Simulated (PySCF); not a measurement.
Metal–ligand bonds in Cd(NH2)1–Y. Isolated molecules, 0 K electronic values unless said otherwise. One relaxed conformer stands for each flexible species; it need not be the lowest. Multiplicities are imposed; where one is given, others were not computed. Strings in code marks are SMILES.

All values below come from PySCF with PBE-D3(BJ)/def2-TZVP // PBE-D3(BJ)/def2-SVP. 

```csv
species,highest occupied spin orbital (eV)
ligand removed as a radical ([Cd(NH2)]),-4.71
free radical OH (`[OH]`),-7.14
free radical NH2 (`[NH2]`),-7.20
free radical CH3 (`[CH3]`),-5.38
free radical OCH3 (`C[O]`),-5.97
free radical N(CH3)2,-5.56
free radical SH (`[SH]`),-6.12
```
